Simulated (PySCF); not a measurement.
# N₂O: NMR shifts at several levels of theory, part 2 of 2

PySCF 2.14.0. Atoms count from 0. The steps go on from the part before.

## Step 12: Shielding tensors: B3LYP/pcSseg-2

What the job is given:

```
{"job": {"kind": "nmr", "xc": "B3LYP", "basis": "pcSseg-2", "pop": false}, "charge": 0, "multiplicity": 1}
N     -1.123990    -0.156504     0.013204
N     -0.020847     0.067918    -0.006374
O      1.128437     0.301786    -0.026719
```

Method: GIAO B3LYP/pcSseg-2 NMR shielding, non-relativistic, gas phase.

Output:

```text
coarse grid: 3216 points
cycle   1  E = -184.6340441552  dE =  7.210e-01  |g| = 7.741e-01  |ddm| = 1.495e+00
cycle   2  E = -184.2102676064  dE =  4.238e-01  |g| = 1.761e+00  |ddm| = 1.074e+00
cycle   3  E = -184.6899995812  dE = -4.797e-01  |g| = 4.871e-01  |ddm| = 8.286e-01
cycle   4  E = -184.7360971600  dE = -4.610e-02  |g| = 1.112e-01  |ddm| = 2.564e-01
cycle   5  E = -184.7383254956  dE = -2.228e-03  |g| = 1.088e-02  |ddm| = 4.754e-02
cycle   6  E = -184.7383474723  dE = -2.198e-05  |g| = 1.633e-03  |ddm| = 5.561e-03
cycle   7  E = -184.7383480525  dE = -5.802e-07  |g| = 4.066e-04  |ddm| = 1.262e-03
final grid: 33192 points
cycle   8  E = -184.7420757708  dE = -4.263e-06  |g| = 2.865e-03  |ddm| = 7.088e-03
cycle   9  E = -184.7420675769  dE =  8.194e-06  |g| = 7.136e-03  |ddm| = 4.647e-03
cycle  10  E = -184.7420768042  dE = -9.227e-06  |g| = 1.509e-03  |ddm| = 3.485e-03
cycle  11  E = -184.7420772321  dE = -4.279e-07  |g| = 3.034e-04  |ddm| = 7.625e-04
cycle  12  E = -184.7420772470  dE = -1.489e-08  |g| = 4.913e-05  |ddm| = 1.738e-04
cycle  13  E = -184.7420772475  dE = -5.401e-10  |g| = 8.738e-06  |ddm| = 3.167e-05
converged SCF energy = -184.7420772475

GIAO shielding tensors (ppm)
atom      isotropic    diamagn.    paramagn.     s11        s22        s33       span
  0 N       86.733     321.422    -234.688    -41.844    -41.843    343.887    385.731
  1 N       -9.914     320.881    -330.795   -191.022   -191.020    352.299    543.321
  2 O      181.931     396.519    -214.588     64.347     64.354    417.091    352.743
```

It took 1.8 s on 1 thread of Arm Neoverse V1, shared host; peak memory 0.35 GiB.

This run: δ N1 268.4, N0 171.8, O2 143.9 ppm.

## Step 13: Shielding tensors: PBE0/pcSseg-2

What the job is given:

```
{"job": {"kind": "nmr", "xc": "PBE0", "basis": "pcSseg-2", "pop": false}, "charge": 0, "multiplicity": 1}
N     -1.123990    -0.156504     0.013204
N     -0.020847     0.067918    -0.006374
O      1.128437     0.301786    -0.026719
```

Level: GIAO PBE0/pcSseg-2 NMR shielding, non-relativistic, gas phase.

Output:

```text
coarse grid: 3216 points
cycle   1  E = -184.4448888423  dE =  7.196e-01  |g| = 7.418e-01  |ddm| = 1.497e+00
cycle   2  E = -184.1522365373  dE =  2.927e-01  |g| = 1.516e+00  |ddm| = 9.498e-01
cycle   3  E = -184.5148370220  dE = -3.626e-01  |g| = 3.634e-01  |ddm| = 7.002e-01
cycle   4  E = -184.5398833002  dE = -2.505e-02  |g| = 9.506e-02  |ddm| = 1.960e-01
cycle   5  E = -184.5415765049  dE = -1.693e-03  |g| = 6.824e-03  |ddm| = 4.284e-02
cycle   6  E = -184.5415826211  dE = -6.116e-06  |g| = 2.049e-03  |ddm| = 3.196e-03
final grid: 33192 points
cycle   7  E = -184.5424328953  dE =  1.756e-05  |g| = 1.412e-02  |ddm| = 1.400e-02
cycle   8  E = -184.5421426154  dE =  2.903e-04  |g| = 4.082e-02  |ddm| = 2.376e-02
cycle   9  E = -184.5424698776  dE = -3.273e-04  |g| = 2.830e-03  |ddm| = 1.806e-02
cycle  10  E = -184.5424713009  dE = -1.423e-06  |g| = 3.799e-04  |ddm| = 1.369e-03
cycle  11  E = -184.5424713243  dE = -2.344e-08  |g| = 5.878e-05  |ddm| = 2.529e-04
cycle  12  E = -184.5424713251  dE = -7.679e-10  |g| = 1.318e-05  |ddm| = 3.980e-05
converged SCF energy = -184.5424713251

GIAO shielding tensors (ppm)
atom      isotropic    diamagn.    paramagn.     s11        s22        s33       span
  0 N       89.308     322.873    -233.565    -37.922    -37.921    343.767    381.690
  1 N       -5.294     321.201    -326.495   -184.008   -184.008    352.136    536.144
  2 O      183.490     397.266    -213.776     66.791     66.792    416.886    350.096
```

Run time: 1.8 s. Hardware: 1 thread of Arm Neoverse V1, shared host; peak memory 0.35 GiB.

In short: δ N1 267.0, N0 172.4, O2 144.7 ppm.

## Step 14: NMR shieldings: mPW1PW91/pcSseg-2

What the job is given:

```
{"job": {"kind": "nmr", "xc": "mPW1PW91", "basis": "pcSseg-2", "pop": false}, "charge": 0, "multiplicity": 1}
N     -1.123990    -0.156504     0.013204
N     -0.020847     0.067918    -0.006374
O      1.128437     0.301786    -0.026719
```

With the program's defaults for keys left out, this is: GIAO mPW1PW91/pcSseg-2 NMR shielding, non-relativistic, gas phase.

Output:

```text
coarse grid: 3216 points
cycle   1  E = -184.5895132362  dE =  7.215e-01  |g| = 7.509e-01  |ddm| = 1.481e+00
cycle   2  E = -184.2808348330  dE =  3.087e-01  |g| = 1.549e+00  |ddm| = 9.625e-01
cycle   3  E = -184.6589490430  dE = -3.781e-01  |g| = 3.798e-01  |ddm| = 7.170e-01
cycle   4  E = -184.6865252550  dE = -2.758e-02  |g| = 9.588e-02  |ddm| = 2.037e-01
cycle   5  E = -184.6882382381  dE = -1.713e-03  |g| = 6.824e-03  |ddm| = 4.246e-02
cycle   6  E = -184.6882449259  dE = -6.688e-06  |g| = 1.735e-03  |ddm| = 2.868e-03
final grid: 33192 points
cycle   7  E = -184.6897496079  dE =  6.138e-06  |g| = 1.004e-02  |ddm| = 1.225e-02
cycle   8  E = -184.6895971729  dE =  1.524e-04  |g| = 2.948e-02  |ddm| = 1.700e-02
cycle   9  E = -184.6897687738  dE = -1.716e-04  |g| = 1.668e-03  |ddm| = 1.294e-02
cycle  10  E = -184.6897692601  dE = -4.863e-07  |g| = 2.745e-04  |ddm| = 8.502e-04
cycle  11  E = -184.6897692722  dE = -1.219e-08  |g| = 4.020e-05  |ddm| = 1.738e-04
cycle  12  E = -184.6897692726  dE = -3.356e-10  |g| = 1.069e-05  |ddm| = 2.719e-05
converged SCF energy = -184.6897692726

GIAO shielding tensors (ppm)
atom      isotropic    diamagn.    paramagn.     s11        s22        s33       span
  0 N       87.648     323.002    -235.355    -40.448    -40.447    343.838    384.287
  1 N       -6.714     321.193    -327.907   -186.165   -186.165    352.189    538.355
  2 O      181.649     397.214    -215.565     63.952     63.953    417.042    353.090
```

Wall time 1.8 s (1 thread of Arm Neoverse V1, shared host); peak memory 0.35 GiB.

Key values: δ N1 267.2, N0 172.8, O2 145.5 ppm.

## Step 15: Run by run: NMR shifts

Shifts (ppm), with basis size and wall time:

| run | N1 | N0 | O2 | functions | time |
| --- | --- | --- | --- | --- | --- |
| HF/pcSseg-2 | 289.9 | 189.4 | 139.0 | 108 | 0.8 s |
| LDA/pcSseg-2 | 267.4 | 173.4 | 146.2 | 108 | 2.4 s |
| PBE/pcSseg-2 | 258.4 | 164.9 | 144.2 | 108 | 3 s |
| BLYP/pcSseg-2 | 261.2 | 165.2 | 143.4 | 108 | 3 s |
| BP86/pcSseg-2 | 257.0 | 163.7 | 143.2 | 108 | 2.9 s |
| OPBE/pcSseg-2 | 248.6 | 159.8 | 145.2 | 108 | 3.2 s |
| KT2/pcSseg-2 | 250.7 | 157.3 | 142.4 | 108 | 3 s |
| KT3/pcSseg-2 | 247.4 | 155.9 | 143.8 | 108 | 3.2 s |
| B97-D/pcSseg-2 | 251.9 | 160.3 | 142.0 | 108 | 3 s |
| B3LYP/pcSseg-2 | 268.4 | 171.8 | 143.9 | 108 | 1.8 s |
| PBE0/pcSseg-2 | 267.0 | 172.4 | 144.7 | 108 | 1.8 s |
| mPW1PW91/pcSseg-2 | 267.2 | 172.8 | 145.5 | 108 | 1.8 s |

## Step 16: Outcome

What follows sums up all 2 parts.

```
                                quantity                                                     value
                             point group                                                     Cinfv
    rotational constants (main isotopes)                                          12.78, 12.78 GHz
    15N shifts against NH3 (HF/pcSseg-2)                                          289.9, 189.4 ppm
    17O shifts against H2O (HF/pcSseg-2)                                                 139.0 ppm
measured, and computed on the same scale  N1 σ 11.3, -29.2; N0 σ 99.5, 71.3; O2 σ 181.0, 187.3 ppm
                range of the shift of N1                                        247.4 to 289.9 ppm
```

**Reading.** Single values in the summary come from the first run of each kind that ended normally (HF/pcSseg-2), which need not be the best level. The one measured 17O shielding is missed by +6.3 ppm (computed less measured, unscaled). Vibration and temperature are missing from the calculation, so part of the miss against the measured shifts is not the functional's. In ppm, N1 moves most: its shift spreads over 42.6 ppm, from 247.4 (KT3/pcSseg-2) to 289.9 (HF/pcSseg-2). For the 2 measured 15N shieldings, KT3/pcSseg-2 misses least (1.7 ppm, 3.2 s) and HF/pcSseg-2 most (34.3 ppm, 0.8 s). One molecule ranks no method: errors cancel, and vibration and temperature are missing from all runs.
